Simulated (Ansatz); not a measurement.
Chalcopyrite CdGeAs₂, treated with r²SCAN-D4 (plane waves, PAW; Ansatz, an electronic-structure program).

Settings: plane-wave cutoff 560 eV, 8×8×8 k mesh, Fermi–Dirac smearing 0.01 eV, scalar-relativistic PAW data made under PBE.

Shape and atoms are relaxed at each volume.

Pressure at four volumes; x = ln(V/24.968 Å³). One pressure is withheld.

```json
[
 {"V (Å³/atom)": "23.969", "x": "-0.0408", "P (GPa)": "?"},
 {"V (Å³/atom)": "24.469", "x": "-0.0202", "P (GPa)": "1.35"},
 {"V (Å³/atom)": "24.968", "x": "0.0000", "P (GPa)": "0.00"},
 {"V (Å³/atom)": "25.967", "x": "0.0392", "P (GPa)": "-2.25"}
]
```

**Question.** Pass a parabola P(x) through the three rows shown, estimate the bulk modulus and its pressure derivative near zero pressure, and predict the withheld pressure.

**Answer.** Slopes between the rows: (0.00 − (1.35))/(0.0000 − (-0.0202)) = -66.83 and (-2.25 − (0.00))/(0.0392 − (0.0000)) = -57.40 GPa. Their difference over the span 0.0594 is c = 9.43/0.0594 = 158.8 GPa, so P(x) = 1.35 + (-66.83)(x − (-0.0202)) + 158.8 (x − (-0.0202))(x − (0.0000)). At the middle row B = −dP/dx = −[-66.83 + 158.8 × 0.0202] = 63.6 GPa, and B′ = dB/dP = 2c/B = 5.0. At x = -0.0408 the parabola gives 2.86 GPa; the run gives 2.85 GPa. The Birch–Murnaghan fit to the energies at all volumes has B0 = 63.3 GPa and B′ = 4.8.

Measured, for comparison: bulk modulus 69.9 GPa (temperature not stated, not corrected to a static lattice; as tabulated in Toher et al. (2017), arXiv:1611.05714). Computed (rounded) less measured: bulk modulus -9 %.

Note: the bulk modulus comes from volumes at which shape and atoms were relaxed.
